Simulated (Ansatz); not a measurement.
Stepwise reaction of `[MgH2]` with hydrogen sulfide, as a gas-phase model of exchange steps in deposition or etching. ΔE in kJ/mol; ΔG adds harmonic PBE0-D4 terms to CCSD(T)/CBS, at 1 bar.

Calculated with Ansatz (gas phase, PBE0-D4/def2-TZVP geometries, no zero-point term in ΔE). CBS: MP2 limit from def2 TZ/QZ plus the TZ coupled-cluster correction, frozen cores. This one scheme is used for every species. DFT in def2-TZVPP. B3LYP here is the variant with VWN-RPA as its local correlation; programs differ in this. For Mg outer-core shells are correlated without core-valence functions, which leaves a few kJ/mol of doubt a bond. Each species was taken in one conformer, which may not be the lowest.

| step | reaction | PBE-D4 | B3LYP-D4 | ωB97M-V | CCSD(T)/CBS | ΔG(600 K) |
| --- | --- | --- | --- | --- | --- | --- |
| 1 | `[MgH2]` + H₂S → `[MgH][SH]` + H₂ | -114.2 | -111.4 | -111.9 | -118.7 | -118.3 |

Task: Give the row of step 2, `[MgH][SH]` + H₂S → `[SH][Mg][SH]` + H₂. (Best estimate.)

Result: Ansatz gave: 
```json
{"step": "2", "reaction": "`[MgH][SH]` + H₂S → `[SH][Mg][SH]` + H₂", "PBE-D4": "-110.5", "B3LYP-D4": "-108.4", "ωB97M-V": "-107.5", "CCSD(T)/CBS": "-116.8", "ΔG(600 K)": "-105.1"}
```

Task: By hand: ΔE of the 2 steps together at CCSD(T)/CBS.

Result: (-118.7) + (-116.8) = -235.5 kJ/mol, or -117.8 kJ/mol a step.

In ΔE the steps differ by no more than 1.9 kJ/mol. All are downhill at CCSD(T)/CBS. ΔG lies between -118.3 and -105.1 kJ/mol a step. PBE-D4 differs from CCSD(T)/CBS by 4.5 to 6.3 kJ/mol a step. Isolated molecules leave out the surface, adducts and barriers. Largest T1 diagnostic: 0.009.
